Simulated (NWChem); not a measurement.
Program: NWChem. System: methyl formate (C$_{2}$H$_{4}$O$_{2}$), charge 0, spin multiplicity 1, at a geometry optimised with PBE0/def2-SVP. Level: CCSD(T)/cc-pVDZ, 4 core orbitals frozen.

Job file:

```
start mol
memory heap 100 mb stack 700 mb global 1900 mb
geometry units angstroms nocenter noautoz noautosym
  C     -1.374822    -0.303103     0.103078
  O     -0.061601    -0.820880     0.255085
  C      0.930492     0.023026    -0.013095
  O      0.800398     1.159695    -0.365209
  H     -1.554237     0.009771    -0.936282
  H     -2.059927    -1.113157     0.377801
  H     -1.531376     0.566561     0.758260
  H      1.901143    -0.493232     0.141317
end
basis spherical
  * library cc-pvdz
end
scf
  rhf
  nopen 0
  maxiter 100
  thresh 1e-7
  semidirect memsize 60000000 filesize 0
end
ccsd
  freeze core 4
  maxiter 60
end
task ccsd(t) energy
```

Part of the output:

```
             Northwest Computational Chemistry Package (NWChem) 7.3.0
             --------------------------------------------------------

                                NWChem Input Module
                                -------------------

 Scaling coordinates for geometry "geometry" by  1.889725989
 (inverse scale =  0.529177249)

                             Geometry "geometry" -> ""
                             -------------------------

 Output coordinates in angstroms (scale by  1.889725989 to convert to a.u.)

  No.       Tag          Charge          X              Y              Z
 ---- ---------------- ---------- -------------- -------------- --------------
    1 C                    6.0000    -1.37482200    -0.30310300     0.10307800
    2 O                    8.0000    -0.06160100    -0.82088000     0.25508500
    3 C                    6.0000     0.93049200     0.02302600    -0.01309500
    4 O                    8.0000     0.80039800     1.15969500    -0.36520900
    5 H                    1.0000    -1.55423700     0.00977100    -0.93628200
    6 H                    1.0000    -2.05992700    -1.11315700     0.37780100
    7 H                    1.0000    -1.53137600     0.56656100     0.75826000
    8 H                    1.0000     1.90114300    -0.49323200     0.14131700

 Effective nuclear repulsion energy (a.u.)     122.8375435292

            Nuclear Dipole moment (a.u.)
            ----------------------------
        X                 Y               Z
 ---------------- ---------------- ----------------
    -0.0000018897     0.0000018897     0.0000037795


 Summary of "ao basis" -> "" (spherical)
 ------------------------------------------------------------------------------
       Tag                 Description            Shells   Functions and Types
 ---------------- ------------------------------  ------  ---------------------
 *                          cc-pvdz                   on all atoms

 Summary of "ao basis" -> "ao basis" (spherical)
 ------------------------------------------------------------------------------
       Tag                 Description            Shells   Functions and Types
[...]
 ccsd(t): done       30 out of       60 progress:   50.0%
 ccsd(t): done       31 out of       60 progress:   51.7%
 ccsd(t): done       32 out of       60 progress:   53.3%
 ccsd(t): done       33 out of       60 progress:   55.0%
 ccsd(t): done       34 out of       60 progress:   56.7%
 ccsd(t): done       35 out of       60 progress:   58.3%
 ccsd(t): done       36 out of       60 progress:   60.0%
 ccsd(t): done       37 out of       60 progress:   61.7%
 ccsd(t): done       38 out of       60 progress:   63.3%
 ccsd(t): done       39 out of       60 progress:   65.0%
 ccsd(t): done       40 out of       60 progress:   66.7%
 ccsd(t): done       41 out of       60 progress:   68.3%
 ccsd(t): done       42 out of       60 progress:   70.0%
 ccsd(t): done       43 out of       60 progress:   71.7%
 ccsd(t): done       44 out of       60 progress:   73.3%
 ccsd(t): done       45 out of       60 progress:   75.0%
 ccsd(t): done       46 out of       60 progress:   76.7%
 ccsd(t): done       47 out of       60 progress:   78.3%
 ccsd(t): done       48 out of       60 progress:   80.0%
 ccsd(t): done       49 out of       60 progress:   81.7%
 ccsd(t): done       50 out of       60 progress:   83.3%
 ccsd(t): done       51 out of       60 progress:   85.0%
 ccsd(t): done       52 out of       60 progress:   86.7%
 ccsd(t): done       53 out of       60 progress:   88.3%
 ccsd(t): done       54 out of       60 progress:   90.0%
 ccsd(t): done       55 out of       60 progress:   91.7%
 ccsd(t): done       56 out of       60 progress:   93.3%
 ccsd(t): done       57 out of       60 progress:   95.0%
 ccsd(t): done       58 out of       60 progress:   96.7%
 ccsd(t): done       59 out of       60 progress:   98.3%
 ccsd(t): done       60 out of       60 progress:  100.0%
 Time for integral evaluation pass     1        3.38
 Time for triples evaluation pass      1        6.59

 pseudo-e(mp4)  -0.21827982518094E-01
 pseudo-e(mp5)   0.17385309690973E-02
        e(t)    -0.20089451548997E-01

 --------------
 CCSD(T) Energy
 --------------
 Reference energy:                    -227.806178802591376

 CCSD corr. energy:                     -0.664376337202086
 T(CCSD) corr. energy:                  -0.021827982518094
 Total CCSD+T(CCSD) energy:           -228.492383122311566

 CCSD corr. energy:                     -0.664376337202086
 (T) corr. energy:                      -0.020089451548997
 Total CCSD(T) energy:                -228.490644591342459

 routine      calls  cpu(0)   cpu-min  cpu-ave  cpu-max   i/o
 aoccsd          1     0.01     0.01     0.01     0.01    0.00
 iterdrv         1     0.02     0.02     0.02     0.02    0.00
 pampt          12     0.12     0.12     0.12     0.12    0.00
 t2pm           12     0.16     0.16     0.16     0.16    0.00
 sxy            12     0.56     0.56     0.56     0.56    0.00
 ints      5318016    38.60    38.60    38.60    38.60    0.00
 t2eri        7992     9.57     9.57     9.57     9.57    0.00
 idx2         7992     1.28     1.28     1.28     1.28    0.00
 idx34          12     0.12     0.12     0.12     0.12    0.00
 ht2pm          12     0.25     0.25     0.25     0.25    0.00
 itm            12     1.61     1.61     1.61     1.61    0.00
 pdiis          12     0.05     0.05     0.05     0.05    0.00
 triples         1     0.00     0.00     0.00     0.00    0.00
 rdtrpo          1     0.01     0.01     0.01     0.01    0.00
 trpmos          1     3.38     3.38     3.38     3.38    0.00
 trpdrv          1     0.84     0.84     0.84     0.84    0.00
 dovvv      112320     2.99     2.99     2.99     2.99    0.00
 doooo      112320     0.81     0.81     0.81     0.81    0.00
 tengy      103680     1.90     1.90     1.90     1.90    0.00
 Total                62.29    62.29    62.29    62.29    0.00

 Task  times  cpu:       67.2s     wall:       67.2s

 Total times  cpu:       67.2s     wall:       67.2s
```
